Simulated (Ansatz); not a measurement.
**CH4F radical (built from SMILES CF.[H]): a barrier at many levels of theory**

Aim: the barrier and energy of one elementary step (F1–H4 formed, C2–H5 formed, F1–H5 broken, C2–H4 broken) from LDA up to coupled cluster, on fixed structures, to see where each rung fails.

Program: Ansatz 0.2.0, Gaussian basis. Level of theory: single points in def2-TZVPP on PBE0-D4/def2-TZVP structures. These are calculated values, not measurements.

Levels: SPW92, PBE-D4, BLYP-D4, r2SCAN-D4, B97M-V, PBE0-D4, B3LYP-D4, r2SCAN0-D4, BHLYP-D4, CAM-B3LYP-D4, wB97X-V, wB97M-V, B2PLYP, PBE-QIDH, RPA on PBE, Hartree-Fock, MP2, CCSD, CCSD(T). The reference is CCSD(T) at the basis limit, from triple and quadruple zeta. Zero-point energies come from PBE0-D4 vibrations.

Cores are frozen in the correlated methods. Orbitals are unrestricted. B3LYP uses VWN-RPA correlation. B2PLYP carries no dispersion term here.

80 further runs of the same task are left out: 80 set aside as unsound or not needed.

### 1 Start, saddle and end, as given

Charge 0, multiplicity 2. The folders r, ts and p hold the start, the saddle and the end; their coordinates stand in the first inputs.

```tsv
pair	r (Å)	ts (Å)	p (Å)
F1–H4	3.221	2.129	0.933
C2–H5	2.033	1.094	1.082
F1–H5	0.933	2.130	3.224
C2–H4	1.082	1.094	2.035
```

### 2 SPW92/def2-TZVPP

Input file r/in.yaml:

```yaml
crystal:
  periodic: [false, false, false]
  atoms:
    - {symbol: F, position_ang: [1.450372, -0.096095, -1.609126]}
    - {symbol: C, position_ang: [-0.533473, 0.035428, 0.591860]}
    - {symbol: H, position_ang: [-0.643703, -1.038639, 0.655837]}
    - {symbol: H, position_ang: [-1.242079, 0.611106, 0.011894]}
    - {symbol: H, position_ang: [0.826686, -0.055460, -0.916819]}
    - {symbol: H, position_ang: [0.142198, 0.543760, 1.266356]}
basis:
  gaussian: {orbitals: def2-TZVPP}
magnetization: {spin_polarized: true, initial_magnetization: 1}
hamiltonian: {xc: lda}
```

Input file ts/in.yaml:

```yaml
crystal:
  periodic: [false, false, false]
  atoms:
    - {symbol: F, position_ang: [0.826254, 0.339487, -1.919366]}
    - {symbol: C, position_ang: [-0.165384, -0.067986, 0.384024]}
    - {symbol: H, position_ang: [-0.785316, -0.925577, 0.647370]}
    - {symbol: H, position_ang: [-0.668210, 0.490258, -0.411238]}
    - {symbol: H, position_ang: [0.814179, -0.435395, 0.064920]}
    - {symbol: H, position_ang: [-0.021523, 0.599312, 1.234290]}
basis:
  gaussian: {orbitals: def2-TZVPP}
magnetization: {spin_polarized: true, initial_magnetization: 1}
hamiltonian: {xc: lda}
```

Input file p/in.yaml:

```yaml
crystal:
  periodic: [false, false, false]
  atoms:
    - {symbol: F, position_ang: [0.127501, 0.728828, -2.039452]}
    - {symbol: C, position_ang: [-0.046948, -0.268163, 0.750313]}
    - {symbol: H, position_ang: [-0.940685, -0.847592, 0.562170]}
    - {symbol: H, position_ang: [0.072907, 0.416181, -1.162478]}
    - {symbol: H, position_ang: [0.920101, -0.751147, 0.712466]}
    - {symbol: H, position_ang: [-0.132876, 0.721992, 1.176981]}
basis:
  gaussian: {orbitals: def2-TZVPP}
magnetization: {spin_polarized: true, initial_magnetization: 1}
hamiltonian: {xc: lda}
```

One command serves all of them, each in its own folder.

Run with:

```console
> ansatz run in.yaml --threads 2 --pin off --events-out ev --progress --plain --max-ram 4352MiB
```

After this run come: PBE-D4/def2-TZVPP; BLYP-D4/def2-TZVPP; r2SCAN-D4/def2-TZVPP; B97M-V/def2-TZVPP; PBE0-D4/def2-TZVPP; B3LYP-D4/def2-TZVPP; r2SCAN0-D4/def2-TZVPP; BHLYP-D4/def2-TZVPP; CAM-B3LYP-D4/def2-TZVPP; wB97X-V/def2-TZVPP; wB97M-V/def2-TZVPP; B2PLYP/def2-TZVPP; PBE-QIDH/def2-TZVPP; RPA on PBE/def2-TZVPP; CCSD(T)/def2-TZVPP; MP2/def2-QZVPP; Vibrations of the start structure; Vibrations of the end structure.

**Question.** What will these runs give? Wanted: barrier, CCSD(T)/CBS; reverse barrier, CCSD(T)/CBS; step energy, CCSD(T)/CBS; barrier with zero-point energy; step energy with zero-point energy; imaginary mode at the saddle; largest T1 diagnostic.

The runs gave:

| quantity | value |
| --- | --- |
| barrier, CCSD(T)/CBS | 1.433 eV |
| reverse barrier, CCSD(T)/CBS | 1.433 eV |
| step energy, CCSD(T)/CBS | 0.000 eV |
| barrier with zero-point energy | 1.514 eV |
| step energy with zero-point energy | 0.000 eV |
| imaginary mode at the saddle | 286i cm⁻¹ |
| largest T1 diagnostic | 0.013 |

In words: Among the functionals B2PLYP lands nearest to CCSD(T)/CBS (-0.113 eV) and B97M-V farthest (-0.357 eV). SPW92 is as near within the digits shown. By rung, the mean size of the error is: LDA 0.113, GGA 0.247, meta-GGA 0.256, hybrid 0.232, range-separated hybrid 0.189, double hybrid 0.120 eV. PBE-D4 gives a barrier 0.222 eV too low, outside chemical accuracy (1 kcal/mol, 0.043 eV). Every functional without exact exchange puts the barrier too low, the usual mark of self-interaction error, which favours the spread-out density of a saddle. Hartree-Fock, with no correlation, is off by -0.722 eV. Zero-point motion raises the barrier by 0.081 eV.
